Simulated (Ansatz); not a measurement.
We consider cubic perovskite CsSnBr₃, described by BLYP in Ansatz (plane waves, PAW).

Settings: plane-wave cutoff 520 eV, 6×6×6 k mesh, Fermi–Dirac smearing 0.01 eV, scalar-relativistic PAW data made under PBE.

Equation-of-state points:

```tsv
V (Å³/atom)	E − E_lowest (meV/atom)
41.372	9.09
42.252	3.88
43.133	0.93
44.013	0.00
44.893	0.87
45.774	3.34
46.654	7.24
```

Problem. Estimate the bulk modulus and its pressure derivative from these points.

Solution. V0 = 44.013 Å³/atom, B0 = 16.4 GPa, B′ = 4.7 (fit to the energies at full precision).

Note: the relaxation could not lower the start's symmetry, so the cell can be a saddle point above a distorted one.

Spin–orbit coupling is not included.

The computed numbers hold no vibrational or temperature effects.

Ansatz is an electronic-structure program.
